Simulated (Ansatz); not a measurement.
**1T (CdI2-type) ZrSe2**

The numbers are results of PBE0 (plane waves, PAW; Ansatz, a program for electronic structure), not measurements.

Run with plane-wave cutoff 460 eV, 9×9×4 k mesh (along the axes of the cell as run), Fermi–Dirac smearing 0.01 eV, scalar-relativistic PAW data made under PBE.

Cell (relaxed at this level):

```
CELL_PARAMETERS angstrom
      1.89611    -3.28416     0.00000
      1.89611     3.28416     0.00000
      0.00000     0.00000     6.75249
ATOMIC_POSITIONS crystal
  Zr 0.00000 0.00000 0.00000
  Se 0.33333 0.66667 0.23144
  Se 0.66667 0.33333 0.76856
```

| Property | Result |
|---|---|
| band gap | 1.73 eV |
| smallest direct gap on the k points sampled | 2.50 eV |

Measured, for comparison: band gap 1.18 eV (temperature not stated, no zero-point or thermal correction, fundamental, indirect, our sources range from 0.90 to 1.20; as tabulated in Rybak et al. (2022), arXiv:2210.12074).

Note: the cell comes from a level without a dispersion term, which matters for the spacing of layers, chains or molecules; the cell has widely spaced layers and the level no dispersion term, so their spacing and the moduli can rest on weak binding.

Spin–orbit coupling is not included.

The computed numbers hold no vibrational or temperature effects.

Cost on a shared machine: very roughly 90 core-minutes.
